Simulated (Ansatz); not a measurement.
# NiO (rocksalt type): how the settings move a single-point run

How sensitive is a single-point run of NiO (rocksalt type) to its settings? A reference run comes first, then one run with altered input.

Program: Ansatz 0.2.0. Level of theory: reference: DFT, PBE, all-electron LAPW, non-relativistic. These are calculated values, not measurements.

1 further run of the same task is left out (set aside as unsound or not needed).

## 1. The system as given

Symmetry: Fm-3m, No. 225, cubic system. Conventional cell: a = 4.217 Å, b = 4.217 Å, c = 4.217 Å, α = 90.00°, β = 90.00°, γ = 90.00°. Around Ni (site symmetry m-3m) lie 6 O at 2.11 Å. O (site symmetry m-3m) is surrounded by 6 Ni at 2.11 Å.

Coordinates:

```xyz
2
Lattice="0.0000 2.1085 2.1085 2.1085 0.0000 2.1085 2.1085 2.1085 0.0000" Properties=species:S:1:pos:R:3 pbc="T T T"
Ni    0.0000    0.0000    0.0000
O     2.1085    2.1085    2.1085
```

## 2. The reference run

Input file input.yaml:

```yaml
crystal:
  lattice:
    - [0.0, 2.1084809203, 2.1084809203]
    - [2.1084809203, 0.0, 2.1084809203]
    - [2.1084809203, 2.1084809203, 0.0]
  atoms:
    - { symbol: Ni, position: [0.0, 0.0, 0.0], spin: 1.5 }
    - { symbol: O, position: [0.5, 0.5, 0.5] }
magnetization:
  spin_polarized: true
kpoints:
  mp_grid: { grid: [16, 16, 16] }
  band_path:
    path:
      - [0.0, 0.0, 0.0]
      - [0.5, 0.0, 0.5]
      - [0.625, 0.25, 0.625]
      - [0.375, 0.375, 0.75]
      - [0.0, 0.0, 0.0]
      - [0.5, 0.5, 0.5]
      - [0.5, 0.25, 0.75]
      - [0.5, 0.0, 0.5]
    npoints: 5
scf:
  occupations: { method: fermi_dirac, width: 0.03 }
hamiltonian:
  xc: pbe
  pseudopotentials:
    kind: all_electron
    lapw: { basis_error: 0.001 }
    relativity: none
output:
  forces: true
  stress: true
  eigenvalues: true
```

Started as:

```sh
> ansatz run input.yaml --threads 1 --pin off --max-ram 3072MiB --backend cpu --events-out ev --progress --plain --runs-dir out
```

## 3. Changing settings: starting moments, mixing.algorithm msr1, mixing.beta 0.7, spin_polarized left out

input.yaml: that of step 2 with these lines changed.

```diff
@@ -6,6 +6,4 @@
   atoms:
-    - { symbol: Ni, position: [0.0, 0.0, 0.0], spin: 1.5 }
+    - { symbol: Ni, position: [0.0, 0.0, 0.0] }
     - { symbol: O, position: [0.5, 0.5, 0.5] }
-magnetization:
-  spin_polarized: true
 kpoints:
@@ -25,2 +23,3 @@
   occupations: { method: fermi_dirac, width: 0.03 }
+  mixing: { algorithm: msr1, beta: 0.7 }
 hamiltonian:
```

Before running it: what results should come out? Wanted: for each run, ending; energy change; pressure; abs. moment; force.

As calculated:

| run | ending | energy change | pressure (GPa) | abs. moment (μB) | force (eV/Å) | cycles | time |
| --- | --- | --- | --- | --- | --- | --- | --- |
| reference | converged | 0 | 1.4 | 1.83 | 0.00 | 12 | 48 s |
| 1: starting moments, mixing.algorithm msr1, mixing.beta 0.7, spin_polarized left out | converged | +70.1 meV/atom | -6.2 | 0.00 | 0.00 | 8 | 18 s |

Residual by cycle in the longest SCF loop of each run; runs are numbered as in the table. The quantity is the density residual dr2, in eV.

```csv
cycle,reference,run 1
1,1.33,0.588
2,0.208,0.0279
3,0.148,0.141
4,0.161,0.055
5,3.6e-4,0.00497
6,0.00164,5.5e-5
7,6.8e-4,5.9e-7
8,6.8e-6,3.5e-9
9,7.6e-6,-
10,9.3e-9,-
11,2.0e-10,-
12,2.4e-9,-
```

**Reading.** Changing the spin polarisation and mixing moves the energy by +70.1 meV/atom, and the pressure goes from 1.4 to -6.2 GPa and the absolute moment goes from 1.83 to 0.00 μB. The runs ended in different states; the reference is the lower. Cost: 8 SCF cycles against 12, 18 s against 48 s.
